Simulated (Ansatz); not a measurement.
SiS₂⁻. Total charge -1; doublet. Geometry B3LYP-D4/def2-TZVP, that of the neutral singlet; atoms count from 1.

Cartesian coordinates in Å:
```
Si 0.000 0.000 0.000
S -0.228 0.349 1.880
S 0.228 -0.349 -1.880
```

The highest occupied level of the charge -1 doublet lies above zero (up to 0.79 eV). By energy differences its removal costs 0.78 eV (vertical, to the charge 0 singlet, at PBE0-D4/def2-TZVPD); a positive level beside a positive removal energy at the same level points to self-interaction error. The structure comes from a short search, and lower isomers may exist.

Estimate the Mulliken populations from the PBE0/def2-TZVPD orbitals of Ansatz.


| atom | charge (e) | spin (α − β) |
| --- | --- | --- |
| Si1 | -1.26 | 2.13 |
| S2 | 0.13 | -0.57 |
| S3 | 0.13 | -0.57 |
Mulliken values and Mayer orders depend strongly on the basis. With diffuse functions, as here, like atoms can get unlike values, and bond orders can come out too low or too high.

Where does the spin sit?

Summed by element: Si 2.13, S -1.13, of 1 unpaired in all. Largest on single atoms: Si1 2.13, S2 -0.57, S3 -0.57.
